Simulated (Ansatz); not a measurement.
Two structures, one formula

The two ends of one reaction step of CH₄FO (charge -1), closed shell (PBE0-D4/def2-TZVPD).

A:

```
7
angstrom
F 1.5580 -1.1471 1.3475
C -0.5622 0.3252 -0.3267
O 0.7766 0.0954 -0.5270
H -0.9875 0.9035 -1.1664
H -1.1629 -0.6040 -0.2478
H -0.7780 0.9030 0.5952
H 1.1560 -0.4758 0.3252
```

B:

```xyz
7
angstrom
F -1.2519 -0.9176 1.6298
C -0.4386 -0.3949 0.5885
O 0.8756 1.0611 -1.2386
H -1.0640 0.0881 -0.1564
H 0.1104 -1.2181 0.1367
H 0.2540 0.3345 0.9976
H 1.5145 1.0470 -1.9576
```

Ansatz 0.2.0; basis: def2-TZVPPD; cores frozen in the correlated methods. B3LYP uses VWN-RPA correlation.

**Question.** Which structure is lower at CCSD(T), and by how much? (To be estimated.)

**Answer.** Computed: A, by 36.00 kcal/mol (electronic energy, against the other). By their contacts, A is a complex of CH₄O ([CH3][OH]) + F, total charge -1 and B is a complex of CH₃F ([CH3][F]) + OH, total charge -1.

All methods give the same order:

```
      method  E(B) − E(A) (kcal/mol)
       SPW92                   44.05
      PBE-D4                   38.86
     BLYP-D4                   36.01
   r2SCAN-D4                   38.71
      B97M-V                   35.42
     PBE0-D4                   39.87
    B3LYP-D4                   37.24
  r2SCAN0-D4                   39.52
    BHLYP-D4                   37.56
CAM-B3LYP-D4                   38.12
     wB97X-V                   37.50
     wB97M-V                   36.52
      B2PLYP                   36.01
    PBE-QIDH                   38.95
  RPA on PBE                   34.63
          HF                   34.13
         MP2                   36.20
        CCSD                   35.97
     CCSD(T)                   36.00
```

No T1 diagnostic of these runs exceeds 0.017.

Labels in which every atom is bracketed show which atoms are joined, not bond orders.

For scale, one of the runs: CCSD(T)/def2-TZVPPD, 185 basis functions, launched by `ansatz run in.yaml --threads 2 --pin off --events-out ev --progress --plain --max-ram 4352MiB`. Time: 87 s of wall clock on 2 CPU threads of an AMD EPYC 7R43; the host was shared. Peak host memory: 2 GiB.
